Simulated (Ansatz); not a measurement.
`FC1(F)CC=N1` → `FCC1(F)C=N1`  (isomerisation)

Calculated with Ansatz (gas phase, PBE0-D4/def2-TZVP geometries, no zero-point term in ΔE). CCSD(T)/CBS is the MP2 limit (def2-TZVPP, def2-QZVPP) plus CCSD(T) − MP2 in def2-TZVPP, frozen cores. Functionals use def2-TZVPP. Each species was taken in one conformer, which may not be the lowest.

```csv
level,ΔE (eV)
B2PLYP,0.94
CCSD/CBS(def2),1.00
```

Task: What does CCSD(T)/CBS give? (An estimate is asked.)

Result: The calculation gave: +1.00 eV. The listed levels differ from it by -0.06, 0.00 eV.

Largest T1 diagnostic among the species: 0.012.

In def2-TZVPP, CCSD(T) changes the Hartree–Fock value by −0.03 eV (the triples alone add −0.00 eV) and MP2 by −0.08 eV. From PBE to PBE0 (25 % exact exchange), in def2-TZVPP and without D4, ΔE moves by +0.07 eV.
